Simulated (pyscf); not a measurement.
# Elimination: `[GeH3][GeH2][GeH3]` → `[GeH2]=[GeH][GeH3]` + `[H][H]`

Gas phase, singlet surface, charge 0. Bonds broken: Ge1–H4, Ge2–H7. Bonds formed: H4–H7. Structures and frequencies: ωB97X-D3(BJ)/def2-SVP in PySCF.

Transition state (Å):

```xyz
11

Ge     0.6845    -0.4874    -1.1108
Ge    -0.6508     0.7323     0.4282
Ge    -3.0442     0.5223     0.8286
H      1.7582     0.7544     0.0092
H      1.4625    -1.5737    -0.3403
H      0.2647    -1.1492    -2.4634
H      1.3108     0.7742     0.8369
H     -0.3985     2.2257     0.1176
H     -3.8351     0.9471    -0.4234
H     -3.4146    -0.9317     1.1651
H     -3.4722     1.4213     2.0009
```

One imaginary mode, 655i cm⁻¹; descent along it reached the two sides named.

```json
[
 {"bond": "Ge1–H4", "change": "breaks", "reactant side (Å)": "1.537", "saddle": "1.987", "product side": "3.8"},
 {"bond": "Ge2–H7", "change": "breaks", "reactant side (Å)": "1.538", "saddle": "2.004", "product side": "3.6"},
 {"bond": "H4–H7", "change": "forms", "reactant side (Å)": "3.8", "saddle": "0.941", "product side": "0.760"}
]
```

Electronic energies relative to the reactant's lowest minimum found (kcal/mol):

| level | barrier | reaction energy | reverse barrier |
|---|---|---|---|
| ωB97X-D3(BJ)/def2-TZVP | 77.1 | +44.3 | 32.9 |
| PBE/def2-TZVP | 61.2 | +36.0 | 25.2 |
| r²SCAN/def2-TZVP | 68.3 | +39.4 | 28.9 |
| B3LYP-D3(BJ)/def2-TZVP | 67.4 | +37.8 | 29.6 |
| PBE0-D3(BJ)/def2-TZVP | 69.5 | +41.6 | 27.8 |
| M06-2X/def2-TZVP | 72.6 | +39.8 | 32.8 |
| ωB97M-D3(BJ)/def2-TZVP | 74.5 | +43.0 | 31.5 |
| HF/def2-TZVP | 93.8 | +47.3 | 46.4 |

With ωB97M-D3(BJ)/def2-TZVP energies and thermal terms (ideal gas, 1 atm, RRHO with modes under 100 cm⁻¹ raised to 100, one conformer, R ln 2 for chiral ones without a mode under 150 cm⁻¹), in kcal/mol:

| T (K) | ΔH‡ | ΔG‡ | ΔH | ΔG |
|---|---|---|---|---|
| 298 | 72.2 | 72.3 | +40.4 | +31.7 |
| 600 | 71.8 | 72.5 | +41.0 | +22.5 |
| 900 | 71.5 | 72.9 | +40.8 | +13.3 |
| 1200 | 71.1 | 73.4 | +40.2 | +4.1 |

H₂Ge=GeH–GeH₃ may be a fragile minimum: a first optimisation, from another start, lost the drawn bonds. This is the saddle that the search found; another between the same sides may lie lower. Elements up to Kr have no core potential and no relativistic terms here.
